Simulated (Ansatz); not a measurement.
## Diamond-structure Ge

Level of theory: PBEsol (Ansatz, a first-principles code, plane waves, PAW).

Run with plane-wave cutoff 520 eV, 20×20×20 k mesh, Fermi–Dirac smearing 0.05 eV, scalar-relativistic PAW data made under PBE.

Cell (relaxed at this level):

```cif
data_Ge2
_chemical_formula_sum 'Ge2'
_space_group_name_H-M_alt 'P 1'
_space_group_IT_number 1
_cell_length_a 4.01324
_cell_length_b 4.01324
_cell_length_c 4.01324
_cell_angle_alpha 60.000
_cell_angle_beta 60.000
_cell_angle_gamma 60.000
loop_
_space_group_symop_operation_xyz
  'x, y, z'
loop_
_atom_site_label
_atom_site_type_symbol
_atom_site_fract_x
_atom_site_fract_y
_atom_site_fract_z
_atom_site_occupancy
Ge1 Ge 0.50000 0.50000 0.50000 1
Ge2 Ge 0.75000 0.75000 0.75000 1
```

For diamond-structure Ge, the elastic constant C11 is 115 GPa. The elastic constant C12 comes out as 43.8 GPa. The elastic constant C44 is 58.6 GPa, the voigt–Reuss–Hill bulk modulus is 67.4 GPa and the voigt–Reuss–Hill shear modulus (Hill average) comes out as 47.9 GPa.

Measured, for comparison: elastic constant C11 131 GPa, elastic constant C12 49 GPa, elastic constant C44 68 GPa (low temperature, zero-point motion not removed; as tabulated in Tanner et al. (2021), arXiv:2110.11888). Computed (rounded) less measured: elastic constant C11 -12 %, elastic constant C12 -11 %, elastic constant C44 -14 %.

Note: the solid has no gap at this level, which affects its response.

Elastic constants are with the ions relaxed.

Computing time: around 9 core-minutes (rough).
